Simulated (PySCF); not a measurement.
Spin states of AlF

Unrestricted PBE0; basis Al def2-TZVP, F def2-TZVP; no relativity; PySCF 2.14. Outer shells of the fragments: Al 3s2 3p1; F 2s2 2p5.

Followed along the bond (rough minima from three points):

```csv
2Ms+1,unpaired,⟨S²⟩ at the start,R at minimum (Å),Te (eV)
1,none,0.00,1.67,0.00
3,"σ ↑, π ↑",2.00,1.66,3.14
```

Solutions found at the starting distance of 1.810 Å, counted from the lowest of them; the search is not exhaustive and high or unbound solutions are not listed, so other states can lie among these:

```json
{"2Ms+1": "1", "unpaired": "none", "term": "¹Σ⁺", "E (eV)": "0.00", "⟨S²⟩": "0.00", "⟨Lz²⟩": "0.00", "μ (D)": "-2.21"}
{"2Ms+1": "3", "unpaired": "σ ↑, π ↑", "term": "³Π", "E (eV)": "3.16", "⟨S²⟩": "2.00", "⟨Lz²⟩": "1.00", "μ (D)": "-2.54"}
{"2Ms+1": "1", "unpaired": "σ ↓, π ↑", "term": "mixed", "E (eV)": "4.01", "⟨S²⟩": "1.00", "⟨Lz²⟩": "1.01", "μ (D)": "-2.32"}
{"2Ms+1": "3", "unpaired": "σ ↑↑", "term": "³Σ⁺", "E (eV)": "5.29", "⟨S²⟩": "2.00", "⟨Lz²⟩": "0.00", "μ (D)": "-2.05"}
{"2Ms+1": "3", "unpaired": "π ↑↑", "term": "mixed", "E (eV)": "7.82", "⟨S²⟩": "2.02", "⟨Lz²⟩": "2.02", "μ (D)": "2.67"}
{"2Ms+1": "3", "unpaired": "π ↑↑", "term": "mixed", "E (eV)": "7.97", "⟨S²⟩": "2.01", "⟨Lz²⟩": "2.02", "μ (D)": "2.78"}
```

A term symbol is given only where ⟨S²⟩ and ⟨Lz²⟩ are close to those of a pure state; real π, δ and φ orbitals otherwise mix terms. A positive dipole means Al(−)F(+).

Counting both spins, an empty level lies below a filled one in some of these solutions, because spin and occupation are held.
